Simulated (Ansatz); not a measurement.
Born–Oppenheimer molecular dynamics of BFH5N (8 atoms, charge 0, multiplicity 1). It starts at the highest image of a converged band. Of that band: The profile has 2 maxima (images 3, 6) with wells between them (image 5): this band takes more than one step, which may be the mechanism or a detour left from its start path. Neighbouring images differ by up to 1.9 eV, so the band resolves the path poorly. A vibrational analysis at the climbing image gives one clearly imaginary mode, 930i cm⁻¹: a first-order saddle point.

All numbers below come from RKS PBE/def2-SVP (Ansatz 0.2.0).

- ensemble: NVE (velocity Verlet)
- time step: 0.5 fs
- steps asked: 200
- starting velocities drawn for: 100 K
- seed: 6723

First frame:

```xyz
8
Properties=species:S:1:pos:R:3
B 0.079 0.255 -0.007
F 0.272 0.204 1.693
N 1.248 -0.031 -0.754
H 1.293 -0.859 -1.345
H 2.161 0.375 -0.554
H -0.986 -0.250 -0.286
H -0.094 1.604 0.166
H 0.061 1.227 1.093
```

Question: How far do the bonds stretch over the last three quarters of this one trajectory? (Pairs bonded in most of those frames.)

Answer: 
```csv
bond,mean (Å),spread (Å),shortest,longest
B1–N3,1.399,0.008,1.38,1.41
B1–H6,1.217,0.009,1.20,1.24
B1–H7,1.227,0.038,1.17,1.29
F2–H8,0.936,0.012,0.92,0.96
N3–H4,1.023,0.015,1.00,1.05
N3–H5,1.023,0.020,0.99,1.05
```

Mean temperature of the second half: 760 K. The conserved energy stayed within 0.14 meV per atom of its start (net change 0.048 meV per atom), so the integration is sound. The kinetic energy rose, since the run started high on the potential surface and went downhill. It ends in pieces (BH4N + FH), so much of that is their flight and rotation, not heat. A run of 0.1 ps of so small a system gives no equilibrium averages. The orbitals stay closed-shell, which can raise the energy where a bond breaks towards radicals; this wasn't checked here.

The run took 3.5 min on 1 thread of Arm Neoverse V2, with other jobs on the host, peak memory 0.11 GiB.
